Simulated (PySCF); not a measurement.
Compound: C₅H₇F.
Z-matrix (Å and degrees, PBE0-D3(BJ)/def2-SVP geometry), rows numbered from 1:
```
C 
C   1  1.3405
C   2  1.4622  1  126.24
C   3  1.3416  2  121.36  1   179.25
C   3  1.5012  2  117.95  1    -0.88
F   5  1.3671  3  111.93  2  -179.49
H   1  1.0935  2  122.80  3    -0.11
H   1  1.0923  2  120.87  3   179.89
H   2  1.0956  1  118.78  3  -179.90
H   4  1.0910  3  120.89  2  -179.92
H   4  1.0929  3  120.78  2     0.04
H   5  1.1052  3  110.05  2    59.57
H   5  1.1051  3  109.94  2   -58.70
```

The closed-shell ground state was solved at several levels (PySCF, density fitting, gas phase, non-relativistic).

```
           level  basis functions  total energy (Eh)  HOMO (eV)  LUMO (eV)  gap (eV)  dipole (D)
wB97X-D/pcSseg-2              314          -294.5563      -8.74       0.62      9.36        1.58
   PBE0/pcSseg-1              137          -294.1702      -6.98      -1.04      5.94        1.56
     B3LYP/pcJ-1              232          -294.5552      -6.75      -1.23      5.52        1.56
```

(1) Estimate the row for wB97X-D/def2-SVPD, a basis of 179 functions; the other rows only guide the guess.

(2) Over all these levels, which gives the widest orbital gap and which the narrowest?

(3) How far do the dipole and the HOMO energy spread over the levels?

Answers

(1) Total energy -294.2394 Eh, HOMO -8.77 eV, LUMO 0.66 eV, gap 9.43 eV, dipole 1.62 D.

(2) wB97X-D/def2-SVPD (range-separated hybrid) has the widest, 9.43 eV, and B3LYP/pcJ-1 (global hybrid, 20 % exact exchange) the narrowest, 5.52 eV. Functional and basis both differ between the two, so the spread mixes both effects.

(3) The dipole runs from 1.56 to 1.62 D (mean 1.58 D) and the HOMO from -8.77 to -6.75 eV.

One conformer stands for the species.

Note: wB97X-D ran without an empirical dispersion term, which enters the total energy and its gradient alone.
